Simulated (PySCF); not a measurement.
Peak assignment

Geometry (Å), atoms numbered from 1 in this order:
```xyz
7

C    -0.1623    0.8727   -0.5575
C     0.4624   -0.1520    0.0111
C    -0.2154   -1.1172    0.7857
N    -0.7562   -1.9068    1.4166
H    -1.2257    1.0135   -0.4522
H     0.3708    1.6005   -1.1454
H     1.5298   -0.3058   -0.0853
```

PySCF 2.14.0 with density-fitted response routines calculation with geometry: GFN2-xTB, shieldings: GIAO PBE0/pcSseg-1 and J: B3LYP/pcJ-1; non-relativistic, gas phase, a single conformation.

Scale: 13C (σref 186.93) and 1H (σref 31.72) against TMS (reference shieldings calculated alike).

Q: Assign these signals to the numbered atoms. 13C{1H} NMR (computed): δ 146.5 (CH2), 122.2 (C), 115.7 (CH).

A: 
```tsv
δ (ppm)	atoms	environment	reason
146.5	C1	terminal =CH2 carbon	an sp2 carbon of a C=C bond
122.2	C3	nitrile carbon	typical of a nitrile
115.7	C2	alkene CH	the olefinic region
```

Q: Assign these signals to the numbered atoms. 1H NMR (300 MHz, computed): δ 6.56 (d, J = 19.8 Hz, 1H), 6.37 (d, J = 13.4 Hz, 1H), 5.77 (dd, J = 19.8, 13.4 Hz, 1H).

A: 
6.56 → H5, hydrogen on a terminal =CH2 carbon: a vinylic proton, deshielded by the sp2 carbon and the C=C anisotropy
6.37 → H6, hydrogen on a terminal =CH2 carbon
5.77 → H7, hydrogen on an alkene CH: a vinylic proton, deshielded by the sp2 carbon and the C=C anisotropy

Splittings below 1 Hz are ignored in the labels, and close J values are merged. Unscaled 3J(H,H) at this level run about 10 % above measured values. Shifts are as computed. Against solution values, carbons near 30 ppm lie about +3 ppm off and those near 130 ppm about +5 ppm. Of 1211 compounds with measured shifts, 218 miss one by over three times the rms of a fit or turn the order of signals round; such compounds aren't used in these exercises.
